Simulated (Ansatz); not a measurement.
For zinc-blende ZnS, LDA in Ansatz (PAW) gives:

* **lattice constant a**: 5.296 Å
* **bulk modulus B0**: 86.5 GPa
* **cohesive energy**: 3.72 eV/atom
* **band gap at the measured cell**: 1.85 eV
* **elastic constant C11**: 117 GPa
* **elastic constant C44**: 52.1 GPa
* **polycrystal shear modulus**: 37.3 GPa

**Question.** What does HSE06 (Ansatz, a program for electronic structure, plane waves, PAW) give for the same quantities?

**Answer.** 
- lattice constant a: 5.425 Å (rises by 2.4 %)
- bulk modulus: 74.9 GPa (drops by 13 %)
- cohesive energy: 2.99 eV/atom (falls by 0.73 eV/atom)
- band gap at the measured cell: 3.32 eV (goes up by 1.47 eV)
- elastic constant C11: 103 GPa (falls by 12 %)
- elastic constant C44: 48.0 GPa (decreases by 7.9 %)
- Voigt–Reuss–Hill shear modulus: 34.6 GPa (shrinks by 7.2 %)

For comparison: lattice constant a 5.41 Å (measured, room temperature, no zero-point or thermal correction; as tabulated in Albrecht et al. (1997), arXiv:cond-mat/9706128); bulk modulus 77.1 GPa (measured, temperature not stated, no zero-point or thermal correction, our sources range from 74.5 to 77.1; as tabulated in Toher et al. (2017), arXiv:1611.05714); cohesive energy 3.21 eV/atom (measured, zero-point energy (9/8 kB θD) added and atomic spin-orbit splittings removed, spin-orbit-averaged atoms; as tabulated in Albrecht et al. (1997), arXiv:cond-mat/9706128); band gap 3.94 eV (measured, zero-point renormalisation of 0.1 eV added back here (the table's ZPR column); inputs from Chen et al. (2018), doi:10.1103/physrevmaterials.2.073803); elastic constant C11 98.1 GPa (measured, temperature not stated, no zero-point or thermal correction, our sources range from 98.1 to 104; as tabulated in Oses et al. (2018), arXiv:1811.08464); elastic constant C44 44.8 GPa (measured, temperature not stated, not corrected to a static lattice, our sources range from 44.8 to 46.2; as tabulated in Oses et al. (2018), arXiv:1811.08464).

Changes are worked out from the printed values.

Unless a cell is named, each level is at its own relaxed cell (LDA 18.57, HSE06 19.96 Å³/atom).

Density-functional gaps are differences of (generalised) Kohn–Sham levels.

Ansatz's density-functional and Hartree–Fock values are scalar-relativistic unless marked +SOC, with PAW data made under PBE.
